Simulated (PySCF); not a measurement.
## OF at UHF-CCSD

Level: UHF-CCSD. O cc-pVDZ, F cc-pVDZ; no relativity (PySCF 2.14).

* state: ²Π (doublet), unpaired electrons π ↑
* bond length: 1.366 Å
* harmonic wavenumber: 1019 cm⁻¹
* force constant: 5.31 mdyn/Å
* rotational constant Be: 1.041 cm⁻¹
* well depth De to O + F: 142 kJ/mol
* dissociation energy D0: 136 kJ/mol

Correlated steps freeze 2 core orbitals. Correlated levels converge slowly with the basis: in double zeta they bind strong bonds too weakly, by up to about 1 eV, and carry superposition errors of some tenths. The state is the lowest determinant that a PBE0 search found; another state may lie lower at other levels.
